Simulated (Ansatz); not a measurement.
The same path of CH$_{7}$BSi (10 atoms, charge 0, multiplicity 1) was run twice with different band settings. The coordinate that changes most is the dihedral B1–Si2–C3–H9.

Computed with Ansatz, RKS PBE-D4/def2-mTZVP.

Relaxed end points:

```xyz
10
Properties=species:S:1:pos:R:3
B -1.267 0.496 -1.268
Si 0.234 0.624 0.063
C 0.723 -0.982 0.939
H -1.654 -0.550 -1.719
H -1.785 1.496 -1.691
H -0.038 1.703 1.076
H 1.401 1.124 -0.760
H 0.970 -1.767 0.209
H 1.598 -0.837 1.589
H -0.099 -1.358 1.566
```

```xyz
10
Properties=species:S:1:pos:R:3
B -0.716 0.487 -1.649
Si 0.059 0.635 0.200
C 0.452 -0.995 1.080
H -0.620 -0.512 -2.313
H -1.249 1.434 -2.163
H -0.787 1.509 1.085
H 1.342 1.405 -0.027
H -0.464 -1.566 1.289
H 1.105 -1.628 0.461
H 0.962 -0.820 2.039
```

Common settings: movable images 7; climbing image yes; optimiser quadratic models (default); start path IDPP; force threshold 0.03 eV/Å; iteration limit 60; end points relaxed.

| run | spring |
| --- | --- |
| 1 | 5.0 eV/Å² |
| 2 | 0.1 eV/Å² |

Question: What does each run give, and how far can it be trusted?

Answer: Run 1: converged after 6 iterations, highest image 0.049 eV above the first end. A vibrational analysis at the climbing image gives one clearly imaginary mode, 151i cm⁻¹: a first-order saddle point.
Run 2: converged after 6 iterations, highest image 0.049 eV above the first end. Another band between the same ends (7 images) ends at a top of the same energy, where a vibrational analysis finds 1 clearly imaginary mode.
